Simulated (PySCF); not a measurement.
# Atomic charges by several schemes

Species: C4H6ClO (charge -1).
Cartesian coordinates in Å at the GFN2-xTB level; atoms count from 1:
```
atom  x, y, z in Å
C1    -1.4335    0.2836    0.6012
C2    -0.5548   -0.5633   -0.3118
C3     0.7127    0.2411   -0.7194
O4     0.5983    1.0981   -1.6304
C5     1.8052   -0.0987    0.0139
Cl6    3.3613    0.6848   -0.2069
H7    -0.8991    0.5206    1.5201
H8    -1.6795    1.2174    0.0998
H9    -2.3624   -0.2319    0.8604
H10   -0.2802   -1.4967    0.1876
H11   -1.1076   -0.8046   -1.2238
H12    1.8408   -0.8510    0.7831
```

Density: PBE0/pcSseg-1 (PySCF); schemes: Mulliken, IAO, Hirshfeld and ESP-fitted. The structure is a single GFN2-xTB conformer in the gas phase; no vibrational or solvent corrections. The pcSseg-1 basis has no diffuse functions, a weakness for an anion. The HOMO energy is positive at this level (+0.04 eV), so the outermost electrons may be held by the finite basis alone.

Task: Do the Mulliken, IAO, Hirshfeld and ESP-fitted schemes agree on where the charge is lowest?

Result: The schemes don't all agree: Mulliken O4 (-0.564); IAO O4 (-0.667); Hirshfeld O4 (-0.438); ESP-fitted C5 (-0.660).

Task: For which atoms does the sign change between the 4 schemes (beyond +0.03 e in one, beyond −0.03 e in another)?

Result: C1 and H9.

Task: Give the atomic charges in each scheme.

Result: In e:

```
atom                    environment  Mulliken     IAO  Hirshfeld  ESP-fitted
  C1                  methyl carbon    -0.267  -0.410     -0.135      +0.065
  C2                 allylic carbon    -0.258  -0.284     -0.095      -0.130
  C3  vinylic carbon bearing oxygen    +0.247  +0.266     +0.018      +0.507
  O4                 enolate oxygen    -0.564  -0.667     -0.438      -0.659
  C5   carbon bonded to C, Cl and H    -0.374  -0.454     -0.206      -0.660
 Cl6                 vinyl chlorine    -0.256  -0.161     -0.215      -0.218
  H7                methyl hydrogen    +0.088  +0.129     +0.021      -0.026
  H8                methyl hydrogen    +0.102  +0.139     +0.026      -0.013
  H9                methyl hydrogen    +0.064  +0.103     +0.011      -0.056
 H10             methylene hydrogen    +0.072  +0.106     +0.012      -0.010
 H11             methylene hydrogen    +0.079  +0.119     +0.014      +0.002
 H12                 hydrogen on C5    +0.068  +0.114     -0.013      +0.197
```

Mean size of the charges over all atoms: IAO 0.246 e, ESP-fitted 0.212 e, Mulliken 0.203 e, Hirshfeld 0.100 e. Each set sums to the total charge, -1, to within 0.001 e. The ESP scheme is a least-squares fit of atom-centred charges to the potential on four shells outside the van der Waals surface, with the total charge fixed.

Task: How closely do the schemes follow one another over all atoms?

Result: Correlation coefficient and root-mean-square difference: Mulliken with IAO 0.98, 0.069 e; Mulliken with Hirshfeld 0.94, 0.119 e; IAO with Hirshfeld 0.91, 0.173 e; Mulliken with ESP-fitted 0.83, 0.172 e; IAO with ESP-fitted 0.79, 0.196 e; Hirshfeld with ESP-fitted 0.78, 0.221 e.

Task: How many electrons does the ESP-fitted scheme count on C1?

Result: Z − q = 6 − (+0.065) = 5.935.
